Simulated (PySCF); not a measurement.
Compound: C2H4F2O.
Cartesian coordinates in Å at the PBE0-D3(BJ)/def2-SVP level; atoms count from 1:
```
atom  x, y, z in Å
C1     1.179   -0.153   -0.046
O2    -0.042   -0.642    0.452
C3    -1.122    0.100    0.130
F4    -1.387    0.021   -1.195
F5    -2.165   -0.402    0.786
H6     1.207   -0.182   -1.148
H7     1.365    0.884    0.289
H8     1.969   -0.800    0.352
H9    -1.004    1.174    0.381
```

A calculation gives these core lines: C 1s: 293.11 (area 1), 297.38 (area 1) eV; O 1s: 539.82 eV; F 1s: 693.37 eV.

Method used: delta-SCF UKS SCAN, pcX-2 on the ionised atom, pcseg-1 elsewhere, spin-free X2C (PySCF 2.14.0). The structure is a single PBE0-D3(BJ)/def2-SVP conformer in the gas phase; no vibrational or solvent corrections.

(1) Order the carbon atoms by C 1s binding energy.

## Answers

(1) 293.11 eV: C1 (methoxy carbon); 297.38 eV: C3 (CHF2 carbon). Lowest listed C 1s: C1, bonded to O and 3 H. Highest, 4.27 eV above it: C3, bonded to 2 F, O and H.

Bonded neighbours of each site: C1: O and 3 H; O2: 2 C; C3: 2 F, O and H; F4/F5: C.

Which photon energy gives electrons from O 1s of O2 (atom 2) a kinetic energy of 150 eV, and what is their de Broglie wavelength?

hν = 539.82 + 150 = 689.82 eV, recoil neglected; λ = 12.264 Å/√(E/eV) = 1.00 Å.

Topologically equivalent atoms share the value of their first member; where this conformer doesn't relate them by symmetry, their own values could differ.

On one thread of an Arm Neoverse N1, shared host, this took 36 s wall.
